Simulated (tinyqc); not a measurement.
Orbital energy against energy difference: ionisation energy by orbital energies and by energy differences in the cc-pvdz basis, for HF, spin multiplicity 1. Computed by the program tinyqc with PySCF. The cation is unrestricted; errors are against CCSD(T) in this basis, not against experiment.

Geometry (angstrom):
```
atom       x       y       z
F     0.0000  0.0000  0.0000
H     0.0000  0.0000  0.8030
```

CCSD(T) difference in the same basis = 15.9266 eV

IP-EOM-CCSD = 15.6994 eV

First vertical ionisation energy (eV):
```
method     -e(HOMO)  E(cation) - E  error of -e(HOMO)  error of the difference
HF          17.4541      14.680247             1.5275                  -1.2464
LDA          8.7512      16.686577            -7.1754                   0.7599
PBE          8.6018      16.244063            -7.3248                   0.3174
B3LYP       10.6577      16.306556            -5.2690                   0.3799
PBE0        11.1072      16.178478            -4.8195                   0.2518
CAM-B3LYP   12.6143      16.302919            -3.3124                   0.3763
LC-wPBE     13.9658      16.363627            -1.9609                   0.4370
```

What does the comparison show, and why?

Koopmans errs by +1.53 eV and Delta-HF by -1.25 eV: relaxation, 2.77 eV, lowers the value and the missing correlation difference works against it. The PBE level is off by -7.3 eV through the wrong tail of its potential, though its energy difference is off by +0.32 eV; exact exchange deepens the level, and among the orbital energies HF comes closest; among the differences PBE0 does.
